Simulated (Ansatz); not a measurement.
# CH4SSi: the cost of one run

Program: the Python package of Ansatz 0.2.0. Level of theory: SC-NEVPT2/6-31G*. These are calculated values, not measurements.

## 1. The structure

Bond lengths: Si1–C2 1.801 Å, C2–S3 1.651 Å, Si1–H4 1.436 Å, Si1–H5 1.531 Å, Si1–H6 1.531 Å, C2–H7 1.124 Å. Angles: Si1–C2–S3 118.1°, Si1–C2–H7 117.7°, S3–C2–H7 124.2°, C2–Si1–H4 113.7°, C2–Si1–H5 111.2°, C2–Si1–H6 113.9°, H4–Si1–H5 104.6°, H4–Si1–H6 109.2°, H5–Si1–H6 103.4°.

The script holds or builds the structure itself.

## 2. Script

Input file ch4ssi_cas.py:

```python
"""Static correlation in CH4SSi: natural occupations of an active space."""

import ansatz as az

BASIS_SET = "6-31G*"

GEOMETRY = """
Si   -0.62090    0.22350   -0.23230
C     1.01960   -0.33750    0.25390
S     1.13640   -1.41750    1.49760
H    -1.47390   -0.82940   -0.70830
H    -0.54550    1.21410   -1.39710
H    -1.35430    1.01230    0.85620
H     1.89980    0.06640   -0.31570
"""


def main() -> None:
    system = az.Crystal.molecule()
    for line in GEOMETRY.strip().splitlines():
        symbol, *xyz = line.split()
        system = system.atom(symbol, [float(v) for v in xyz])

    job = (
        system.calculation()
        .basis(gaussian=BASIS_SET)
        .correlation(active_electrons=6, active_orbitals=7)
    )
    for method in ["sc_nevpt2"]:
        summary = (job if method is None else job.correlation(method)).run(threads=1, pin="off").report
        space = summary["configurations"]
        state = space["states"][0]
        print(method or "casscf", f"total {summary['free_energy_ev'] / 27.211386246:.6f} Ha, active-space state {state['energy']['hartree']:.6f} Ha, mean field {summary['reference_energy_ev'] / 27.211386246:.6f} Ha")
        print("  determinants", state["n_determinants"], " natural occupations", [round(n, 3) for n in space["natural_occupations"]])
    print("effectively unpaired electrons, sum of min(n, 2 - n):", round(sum(min(n, 2 - n) for n in space["natural_occupations"]), 3))


if __name__ == "__main__":
    main()
```

## 3. The calls as engine input

The package turns the script's settings into the engine's input:

```yaml
crystal:
  periodic: [false, false, false]
  atoms:
    - { symbol: Si, position_ang: [-0.6209, 0.2235, -0.2323] }
    - { symbol: C, position_ang: [1.0196, -0.3375, 0.2539] }
    - { symbol: S, position_ang: [1.1364, -1.4175, 1.4976] }
    - { symbol: H, position_ang: [-1.4739, -0.8294, -0.7083] }
    - { symbol: H, position_ang: [-0.5455, 1.2141, -1.3971] }
    - { symbol: H, position_ang: [-1.3543, 1.0123, 0.8562] }
    - { symbol: H, position_ang: [1.8998, 0.0664, -0.3157] }
basis:
  gaussian:
    orbitals: "6-31G*"
correlation:
  method: sc_nevpt2
  active_space:
    window:
      electrons: 6
      orbitals: 7
```

## 4. The run

Command:

```
> python ch4ssi_cas.py
```

Q: Estimate wall time and peak memory on 1 thread of Arm Neoverse V2, shared host.

About 13 s, with a peak of 0.21 GiB.
